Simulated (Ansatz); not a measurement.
A nudged elastic band was laid between two geometries of C₃H₅NO (10 atoms, charge 0, multiplicity 1).

The calculation used Ansatz, RKS B3LYP-D4/def2-SVP.

| Item | Value |
| --- | --- |
| movable images | 5 |
| climbing image | yes |
| spring | 5.0 eV/Å² |
| optimiser | quadratic models (default) |
| start path | through a guess of the saddle point |
| force threshold | 0.05 eV/Å |
| iteration limit | 60 |
| end points | relaxed |

First end point:

```xyz
10
Properties=species:S:1:pos:R:3
N -1.546 -1.131 -0.547
C -0.546 -0.702 0.343
C 0.373 0.224 0.084
C 1.563 1.006 0.258
O 0.717 1.074 -0.936
H -2.457 -1.233 -0.105
H -1.631 -0.534 -1.367
H -0.494 -1.230 1.299
H 2.554 0.563 0.092
H 1.551 1.911 0.881
```

Last end point:

```xyz
10
Properties=species:S:1:pos:R:3
N -1.378 -1.041 -0.124
C -0.414 -0.550 0.993
C 0.444 0.248 0.365
C 1.554 1.139 0.192
O 0.703 0.736 -0.931
H -2.340 -0.798 0.130
H -1.191 -0.668 -1.075
H -1.346 -2.064 -0.171
H 2.581 0.751 0.151
H 1.471 2.198 0.473
```

Question: What changes between the two ends?

Answer: Bonds broken: C2–H8. Bonds formed: N1–H8.

Question: Give the energies along the band, and the barrier.

Answer: It converged. The highest image is number 4 of 0 to 6, 3.59 eV above the first end and 1.10 eV above the last; the last end lies 2.50 eV above the first. Neighbouring images differ by up to 1.7 eV, so the band resolves the path poorly. A vibrational analysis at the climbing image gives one clearly imaginary mode, 1615i cm⁻¹: a first-order saddle point. The orbitals stay closed-shell, which can raise the energy where a bond breaks towards radicals; this wasn't checked here.

```tsv
image	path coordinate (Å)	energy (eV)	C2–H8 (Å)	N1–H8 (Å)
0	0.00	0.00	1.09	2.13
1	0.43	0.04	1.09	2.12
2	0.87	0.61	1.08	1.91
3	1.30	2.29	1.12	1.57
4	1.74	3.59	1.34	1.19
5	2.33	2.70	1.90	1.02
6	2.91	2.50	2.13	1.02
```

Question: What is the geometry of the highest image?

Answer: 
```xyz
10
Properties=species:S:1:pos:R:3:forces:R:3
N -1.509 -1.058 -0.291 0.01 0.00 0.01
C -0.468 -0.568 0.766 0.01 0.00 -0.03
C 0.421 0.269 0.254 0.00 -0.02 0.02
C 1.591 1.102 0.222 -0.02 0.00 -0.01
O 0.641 0.998 -0.895 0.01 0.01 0.00
H -2.469 -0.872 -0.005 -0.01 0.00 -0.01
H -1.332 -0.891 -1.289 0.00 0.00 0.00
H -0.966 -1.778 0.487 0.00 0.00 0.01
H 2.580 0.669 0.026 0.00 0.00 0.00
H 1.593 2.077 0.728 0.00 0.00 0.00
```

Run time: 2.3 min on 2 threads of Arm Neoverse V1 (shared host), peak memory 0.19 GiB.
